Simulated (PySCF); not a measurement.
## Carbon: a sound run and one with changed settings

Sound run: C [He] 2s2 2p2, C⁺ [He] 2s2 2p1. Calculation: PySCF 2.14, in cc-pVDZ (3s2p1d, 14 functions); no relativity, point nucleus. In the sound run the correlated levels freeze 1s2. The sound run starts from symmetry-adapted Hartree-Fock orbitals and uses a fine grid where one is needed.

A second run was set up differently.

```csv
species,method,sound run (hartree),changed run (hartree),converged
C,MP2,-37.73831,-37.69207,yes
C,CCSD(T),-37.76038,-37.69417,yes
```

Ionisation energy of C:

```tsv
method	sound run (eV)	changed run (eV)
UHF	10.803	10.803
MP2	11.088	10.954
SCS-MP2	10.982	10.854
CCSD	10.972	11.011
CCSD(T)	10.979	11.011
CCSDT	n/a	11.011
FCI	n/a	11.011
```

Problem. What was changed?
A. all electrons correlated in a valence basis
B. basis contracted for another Hamiltonian
C. a valence shell is frozen
D. level shift left on

Solution. C. Freezing a valence shell removes pair correlation that changes on ionisation.
